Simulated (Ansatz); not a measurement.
## Cost against result

The pair of OH⁻ (SMILES [OH-], atoms 1–2) and CH2O (SMILES C=O, atoms 3–6), both closed shells, in one local arrangement (a lower one may exist), relaxed at PBE0-D4/def2-TZVPD:

```
6
angstrom
O -0.4316 -0.0843 -1.0664
H 0.4502 0.0433 -1.4360
C -0.0542 -0.0015 0.3825
O 1.2216 0.1946 0.5457
H -0.4581 -0.9671 0.8028
H -0.7280 0.8151 0.7714
```

Interaction energies are counterpoise-corrected; the time is that of the whole pair.

Program: Ansatz 0.2.0. Basis: as named in each row. Cores are frozen in the correlated methods. B3LYP uses VWN-RPA correlation. Extrapolation: Hartree–Fock as exp(−7.88 √X), correlation as X^−2.97.

Times are rough, for one single point on 2 threads of a shared host (Arm Neoverse V1).

The estimate by CCSD(T) at an estimated basis limit (MP2 extrapolated from triple and quadruple zeta, plus CCSD(T) − MP2 in triple zeta) is -59.77 kcal/mol.

```tsv
method	basis	time (s)	interaction energy (kcal/mol)	method less estimate
HF	STO-3G	under 1	-54.70	5.07
PBE-D4	STO-3G	under 1	-53.10	6.67
SPW92	def2-SVP	under 1	-82.56	-22.79
B3LYP-D4	6-31G	under 1	-63.58	-3.82
PBE-D4	def2-SVP	under 1	-69.18	-9.41
PBE0-D4	def2-SVP	under 1	-75.39	-15.62
CCSD(T)	def2-SVP	under 1	-55.78	3.99
PBE-D4	def2-TZVPPD	1	-61.71	-1.95
revPBE-D4	def2-TZVPPD	1	-59.26	0.51
BLYP-D4	def2-TZVPPD	1	-55.04	4.73
PBE0-D4	def2-TZVPPD	1	-68.49	-8.72
B3LYP-D4	def2-TZVPPD	2	-61.81	-2.04
HSE06-D4	def2-TZVPPD	2	-68.52	-8.75
wB97M-V	def2-SVP	2	-71.02	-11.25
r2SCAN-D4	def2-TZVPPD	3	-66.42	-6.65
B2PLYP	def2-TZVPPD	3	-58.24	1.53
wB97X-V	def2-TZVPPD	4	-65.49	-5.72
wB97M-V	def2-TZVPPD	6	-64.20	-4.43
B97M-V	def2-TZVPPD	6	-65.08	-5.31
MP2	def2-QZVPPD	8	-58.25	1.52
CCSD(T)	def2-TZVPPD	26	-56.16	3.61
```

T1 diagnostic: at most 0.026. The restricted Hartree–Fock reference is unstable towards an unrestricted one at one or more of these structures.
